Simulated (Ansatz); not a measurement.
# H2S2: the cost of one run

Program: Ansatz 0.2.0. Level of theory: the levels named in each step. These are calculated values, not measurements.

**1. The structure to begin with**

Bond lengths: S1–S2 2.045 Å, S1–H3 1.340 Å, S2–H4 1.340 Å. Angles: S1–S2–H4 98.1°, S2–S1–H3 98.1°.

Coordinates:

```xyz
4

S    -0.8982    0.0220    0.4887
S     0.8981    0.0321   -0.4885
H    -1.5332   -0.8643   -0.2906
H     1.5382   -0.8583    0.2819
```

**2. A rough first relaxation, PBE-D4/def2-SVP**

This run stands in another session on the same molecule. It ended at:

```xyz
4

S    -0.9261    0.0486    0.4866
S     0.9257    0.0589   -0.4860
H    -1.5586   -0.8911   -0.2851
H     1.5638   -0.8849    0.2761
```

**3. Relaxation, HF/STO-3G**

input.yaml

```yaml
crystal:
  periodic: [false, false, false]
  atoms:
    - { symbol: S, position_ang: [-0.92605486, 0.04863003, 0.48656442] }
    - { symbol: S, position_ang: [0.92574052, 0.05891897, -0.48602551] }
    - { symbol: H, position_ang: [-1.55863803, -0.89114212, -0.28507734] }
    - { symbol: H, position_ang: [1.56380237, -0.88488689, 0.27611843] }
basis:
  gaussian: { orbitals: STO-3G }
hamiltonian:
  xc: hf
relax:
  f_tol: 0.002
  max_steps: 150
```

The run is started by

```sh
$ ansatz run input.yaml --threads 2 --pin off --max-ram 5120MiB --backend cpu --events-out ev --progress --plain --runs-dir out
```

Q: Estimate wall time and peak memory on 2 threads of Intel Xeon at 2.50GHz (Skylake/Cascade Lake), shared host.

About 5.7 s, with a peak of 0.08 GiB.
